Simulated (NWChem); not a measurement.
# CH3BN− (SMILES [BH3-]C#N): UTPSSh/2ZaPa-NR

Aim: the energy change on altering one bond length of CH3BN− at UTPSSh/2ZaPa-NR, from 2 runs. The job is set up through an ASE script.

Program for the calculation: NWChem 7.3.0.

7 further runs of the same task are left out: 3 that didn't finish, 4 set aside as unsound or not needed.

## (1) The system as given

The species is CH3BN− (6 atoms), meant as a singlet with charge -1. As SMILES, `[BH3-]C#N`. The shape is that of a GFN2-xTB optimisation.

Bond lengths: B1–C2 1.555 Å, C2–N3 1.159 Å, B1–H4 1.224 Å, B1–H5 1.224 Å, B1–H6 1.225 Å. Angles: B1–C2–N3 180.0°, C2–B1–H4 108.7°, C2–B1–H5 108.7°, C2–B1–H6 108.6°, H4–B1–H5 110.3°, H4–B1–H6 110.3°, H5–B1–H6 110.3°.

## (2) Energy and gradient at UTPSSh/2ZaPa-NR

The input, mymol.sdf:

```

     RDKit          3D

  6  5  0  0  0  0  0  0  0  0999 V2000
   -0.2742    0.3616   -0.2451 B   0  0  0  0  0  0  0  0  0  0  0  0
    0.5522   -0.7297    0.4931 C   0  0  0  0  0  0  0  0  0  0  0  0
    1.1681   -1.5423    1.0435 N   0  0  0  0  0  0  0  0  0  0  0  0
   -1.3446   -0.1224   -0.5881 H   0  0  0  0  0  0  0  0  0  0  0  0
    0.3569    0.7344   -1.2254 H   0  0  0  0  0  0  0  0  0  0  0  0
   -0.4584    1.2983    0.5220 H   0  0  0  0  0  0  0  0  0  0  0  0
  2  1  1  0
  3  2  3  0
  4  1  1  0
  5  1  1  0
  6  1  1  0
M  CHG  1   1  -1
M  END
$$$$
```

The input, run.py:

```python
from ase.io import read
from ase.calculators.nwchem import NWChem

system = read('mymol.sdf')

calc = NWChem(
    label='mymol',
    theory='dft',
    memory='2200 mb',
    basis='2ZaPa-NR',
    basispar='spherical bse',
    charge=-1,
    dft={'xc': 'xctpssh', 'mult': '1', 'odft': None, 'grid': 'xfine', 'mulliken': None},
)
system.calc = calc

forces = system.get_forces()
print(f"energy = {system.get_potential_energy():.6f} eV")
print("forces (eV/A):")
for s, f in zip(system.symbols, forces):
    print(f"{s:2s} {f[0]:10.5f} {f[1]:10.5f} {f[2]:10.5f}")
```

Run with:

```
$ export ASE_NWCHEM_COMMAND="nwchem PREFIX.nwi > PREFIX.nwo"
$ python run.py
```

What it wrote:

```text
energy = -3254.101412 eV
forces (eV/A):
B    -0.28478    0.39153   -0.24744
C    -0.64602    0.85227   -0.57696
N     1.13812   -1.50266    1.01667
H    -0.23155   -0.05281   -0.09163
H     0.08685    0.10763   -0.20877
H    -0.06263    0.20399    0.10819
```

The calculator wrote mymol.nwi:

```
title "mymol"

permanent_dir mymol

scratch_dir mymol

start mymol

geometry units angstrom nocenter noautosym noautoz
  B  -2.7420000000000000e-01 3.6159999999999998e-01 -2.4510000000000001e-01
  C  5.5220000000000002e-01 -7.2970000000000002e-01 4.9309999999999998e-01
  N  1.1680999999999999e+00 -1.5423000000000000e+00 1.0435000000000001e+00
  H  -1.3446000000000000e+00 -1.2239999999999999e-01 -5.8809999999999996e-01
  H  3.5690000000000000e-01 7.3440000000000005e-01 -1.2254000000000000e+00
  H  -4.5839999999999997e-01 1.2983000000000000e+00 5.2200000000000002e-01
end

charge -1

memory 2200 mb

basis spherical bse noprint
   * library 2ZaPa-NR
end

dft
  xc xctpssh
  mult 1
  odft
  grid xfine
  mulliken
end

task dft gradient
```

mymol.nwo, cut to the lines that bear on the results:

```text
[...]
      One electron energy =     -265.910176733949
[... 1 line left out ...]
    Exchange-Corr. energy =      -17.691754014127
[... 6 lines left out ...]
                    DFT Final Alpha Molecular Orbital Analysis
[... 1146 lines left out ...]
          Convergence on energy requested:  1.00D-06
[...]
  wavefunction    = open shell
                         DFT ENERGY GRADIENTS
    atom               coordinates                        gradient
                 x          y          z           x          y          z
   1 B      -0.518163   0.683325  -0.463172    0.005538  -0.007614   0.004812
   2 C       1.043507  -1.378933   0.931824    0.012563  -0.016574   0.011220
   3 N       2.207389  -2.914524   1.971929   -0.022133   0.029222  -0.019771
   4 H      -2.540926  -0.231302  -1.111348    0.004503   0.001027   0.001782
   5 H       0.674443   1.387815  -2.315670   -0.001689  -0.002093   0.004060
   6 H      -0.866250   2.453431   0.986437    0.001218  -0.003967  -0.002104
[...]
```

Wall time 58 s (1 thread of Intel Xeon at 2.60GHz (Ice Lake), shared host); peak memory 0.13 GiB.

## (3) The distorted shape

The input, run.py:

```python
from ase import Atoms
from ase.calculators.nwchem import NWChem

atoms = Atoms(['B', 'C', 'N', 'H', 'H', 'H'], positions=[
    [-0.905360, -0.011120, 0.735260],
    [-0.078950, -1.102440, 1.473390],
    [0.536990, -1.915020, 2.023790],
    [-1.975740, -0.495200, 0.392250],
    [0.356920, 0.734400, -1.225380],
    [-1.089550, 0.925570, 1.502280],
])

calc = NWChem(
    label='work',
    theory='dft',
    memory='2200 mb',
    basis='2ZaPa-NR',
    basispar='spherical bse',
    charge=-1,
    dft={'xc': 'xctpssh', 'mult': '1', 'odft': None, 'grid': 'xfine', 'mulliken': None},
)
atoms.calc = calc

forces = atoms.get_forces()
print("Total energy (eV):", round(atoms.get_potential_energy(), 6))
print("forces (eV/A):")
for s, f in zip(atoms.symbols, forces):
    print(f"{s:2s} {f[0]:10.5f} {f[1]:10.5f} {f[2]:10.5f}")
```

Run with:

```
$ export ASE_NWCHEM_COMMAND="nwchem PREFIX.nwi > PREFIX.nwo"
$ python run.py
```

What it wrote:

```text
Total energy (eV): -3251.30513
forces (eV/A):
B    -0.44408    0.13555    0.20749
C    -0.26344    1.24920   -1.39025
N     0.91948   -1.39158    1.04865
H     0.33172    0.23438   -0.67224
H    -0.92858   -0.53350    1.42249
H     0.38484    0.30601   -0.61619
```

The calculator wrote work.nwi:

```
title "work"

permanent_dir work

scratch_dir work

start work

geometry units angstrom nocenter noautosym noautoz
  B  -9.0536000000000005e-01 -1.1120000000000000e-02 7.3526000000000002e-01
  C  -7.8950000000000006e-02 -1.1024400000000001e+00 1.4733900000000000e+00
  N  5.3698999999999997e-01 -1.9150199999999999e+00 2.0237900000000000e+00
  H  -1.9757400000000001e+00 -4.9519999999999997e-01 3.9224999999999999e-01
  H  3.5692000000000002e-01 7.3440000000000005e-01 -1.2253799999999999e+00
  H  -1.0895500000000000e+00 9.2557000000000000e-01 1.5022800000000001e+00
end

charge -1

memory 2200 mb

basis spherical bse noprint
   * library 2ZaPa-NR
end

dft
  xc xctpssh
  mult 1
  odft
  grid xfine
  mulliken
end

task dft gradient
```

work.nwo, cut to the lines that bear on the results:

```text
[...]
      One electron energy =     -261.153575946592
[... 1 line left out ...]
    Exchange-Corr. energy =      -17.522764830502
[... 6 lines left out ...]
                    DFT Final Alpha Molecular Orbital Analysis
[... 1140 lines left out ...]
          Convergence on energy requested:  1.00D-06
[...]
  wavefunction    = open shell
                         DFT ENERGY GRADIENTS
    atom               coordinates                        gradient
                 x          y          z           x          y          z
   1 B      -1.710882  -0.021014   1.389440    0.008636  -0.002636  -0.004035
   2 C      -0.149194  -2.083310   2.784303    0.005123  -0.024293   0.027036
   3 N       1.014764  -3.618863   3.824409   -0.017881   0.027062  -0.020393
   4 H      -3.733607  -0.935792   0.741245   -0.006451  -0.004558   0.013073
   5 H       0.674481   1.387815  -2.315632    0.018058   0.010375  -0.027663
   6 H      -2.058951   1.749074   2.838898   -0.007484  -0.005951   0.011983
[...]
```

It took 69 s on 1 thread of Intel Xeon at 2.60GHz (Ice Lake), shared host; peak memory 0.13 GiB.

## (4) Summary of results

At UTPSSh/2ZaPa-NR:

```
                                                              quantity          value
                                             first shape: total energy  -119.58602 Eh
                                              first shape: HOMO energy       -2.10 eV
                                              first shape: LUMO energy        3.41 eV
    first shape: HOMO–LUMO gap (to an unbound level, set by the basis)        5.51 eV
                                 first shape: largest force on an atom     2.142 eV/Å
                                         distorted shape: total energy  -119.48326 Eh
                                          distorted shape: HOMO energy       -0.99 eV
                                          distorted shape: LUMO energy        2.50 eV
distorted shape: HOMO–LUMO gap (to an unbound level, set by the basis)        3.49 eV
                             distorted shape: largest force on an atom     1.970 eV/Å
     energy change with the B1–H5 bond stretched from 1.224 to 2.448 Å       2.796 eV
```

**Reading.** With the B1–H5 bond stretched from 1.224 to 2.448 Å the energy rises by 2.80 eV (64 kcal/mol). The first shape isn't relaxed at this level, so the change isn't measured from a minimum. The largest force (first shape) is 2.14 eV/Å: the shape isn't a stationary point for this species at this level. Mulliken charges (distorted shape) run from -0.46 on H5 to +0.15 on C2.
